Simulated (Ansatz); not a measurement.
# BSiH2 (doublet): from Hartree-Fock to the top rungs at distance Si1–B2 = 3.597 Å, cc-pVTZ

One table from this session's results is given with a row withheld; the runs are named, their logs left out.

Computed with Ansatz 0.2.0, Gaussian basis. Level: cc-pVTZ, core rule «outside noble gas», up to 6 orbitals frozen.

Plan: UHF; CCSD(T) on ROHF; CCSD(T) on UHF; BCCD(T) on ROHF; CCSDT(Q) on ROHF; CCSDT(Q) on UHF; CASSCF and NEVPT2, 3 electrons in 3 orbitals; CASSCF and NEVPT2, 9 electrons in 10 orbitals.

## The system

The geometry derives from a PBE0/def2-TZVP stationary point (not a proven minimum). One bond is set to the value named and the two fragments are kept rigid.

4 atoms, charge 0, spin multiplicity 2.

Atoms are counted from 1 here; the program's logs count them from 0.

Bond lengths: Si1–H3 1.501 Å, Si1–H4 1.501 Å. Angles: H3–Si1–H4 107.0°.

Set-up of the first run:

File in.yaml:

```yaml
crystal:
  periodic: [false, false, false]
  atoms:
    - {symbol: Si, position_ang: [-0.123551, 0.000001, 0.926769]}
    - {symbol: B, position_ang: [0.195809, -0.000002, -2.656026]}
    - {symbol: H, position_ang: [0.671224, -1.206838, 1.332187]}
    - {symbol: H, position_ang: [0.671225, 1.206839, 1.332185]}
basis:
  gaussian: {orbitals: cc-pVTZ}
magnetization: {spin_polarized: true, initial_magnetization: 1}
hamiltonian: {xc: hf}
output: {orbitals: {seedname: orbitals}}
```

Started as:

```
$ ansatz run in.yaml --threads 1 --pin off --events-out ev --progress --plain --max-ram 2560MiB --backend cpu
```

Steps of the session up to this table: UHF; CCSD(T) on ROHF; CCSD(T) on UHF; BCCD(T) on ROHF; CCSDT(Q) on ROHF; CCSDT(Q) on UHF; CASSCF and NEVPT2, 3 electrons in 3 orbitals; CASSCF and NEVPT2, 9 electrons in 10 orbitals.

One table of the session follows, with a row left open; its other results are not shown here.

| method | from RCCSDT(Q) (kcal/mol) |
| --- | --- |
| ROHF | +135.12 |
| UHF | ? |
| RMP2 | +35.08 |
| UMP2 | +37.62 |
| RCCSD | +5.21 |
| UCCSD | +5.31 |
| RCCSD(T) | +1.48 |
| UCCSD(T) | +1.70 |
| BCCD(T) | +1.48 |
| RCCSDT | +0.23 |
| UCCSDT | +0.28 |
| RCCSDT(Q) | 0 |
| UCCSDT(Q) | +0.03 |
| CASSCF pair | +121.63 |
| NEVPT2 pair | +33.42 |
| CASSCF valence | +81.49 |
| NEVPT2 valence | +25.30 |

Q: Estimate the row for UHF from the others.

**Answer.** from RCCSDT(Q) (kcal/mol): +127.46. In the column «from RCCSDT(Q) (kcal/mol)» it lies between CASSCF pair (+121.63) and ROHF (+135.12).

Caveats from the session: Restricted and unrestricted rows rest on different reference determinants; a gap between their highest levels can come from leftover correlation error, from unlike frozen cores or from another state.
